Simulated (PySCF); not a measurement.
Si(F)4 anion (F4Si), SMILES F[Si](F)(F)F (connectivity only; charge and spin as stated), charge -1, multiplicity 2. Geometry optimised at r2SCAN-D4/def2-SVPD. The multiplicity is an assumed one; other spin states were not compared. The isomer is the one that the SMILES or the coordinates give; other isomers of the formula were not compared.

The numbers are results of r2SCAN-D4/def2-SVPD in PySCF, not measurements.

Harmonic wavenumbers (cm⁻¹): 178, 232, 306, 379, 394, 520, 749, 758, 783. Rotational constants (GHz): 5.181, 3.548, 2.854; symmetry number 2.

**Question.** Work out the zero-point energy and the ideal-gas rigid-rotor harmonic-oscillator thermochemistry at 298.15 K and 1 atm.

**Answer.** ZPE = ½ Σ hcν = ½ × 4299 cm⁻¹ = 6.15 kcal/mol. H − E(el) = 10.18 kcal/mol. Entropy in cal/(mol K): translation 39.84, rotation 24.84, vibration 8.95, spin 1.38, total 75.01. G − E(el) = -12.19 kcal/mol. Cp = 19.62 cal/(mol K).
